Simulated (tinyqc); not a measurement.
A ladder of methods, and size consistency: correlation methods against full CI in the sto-3g basis, for H2O, spin multiplicity 1. Computed by the program tinyqc with PySCF. All electrons correlated; +Q is the Davidson correction (1 - c0^2) E_corr. The last columns treat two copies 100 angstrom apart as one system. FCI is the lowest singlet.

Geometry (angstrom):
```
atom       x        y       z
O     0.0000   0.0000  0.0000
H     0.0000   0.7590  0.4630
H     0.0000  -0.7590  0.4630
```

RHF energy of one = -74.931549 hartree

Correlation energies (hartree):
```
method   E_corr of one  share of FCI (%)  E_corr of two at 100 angstrom  two minus twice one (mhartree)
MP2          -0.028923           72.6199                      -0.057846                          0.0000
CISD         -0.039389           98.8965                      -0.077380                          1.3973
CISD+Q       -0.040114          100.7175                      -0.080073                          0.1547
CCSD         -0.039714           99.7138                      -0.079428                          0.0000
CCSD(T)      -0.039790           99.9032                      -0.079579                          0.0000
FCI          -0.039828          100.0000                              -                               -
```

What does the comparison show, and why?

MP2 recovers 73 %, CISD 98.9 % and CCSD 99.7 % of the FCI value (c0^2 = 0.982 in CISD). MP2 and coupled cluster are size consistent, so their last column vanishes; CISD loses 1.40 mhartree, since a double excitation on each copy is a quadruple of the pair, and the Davidson correction leaves +0.15.
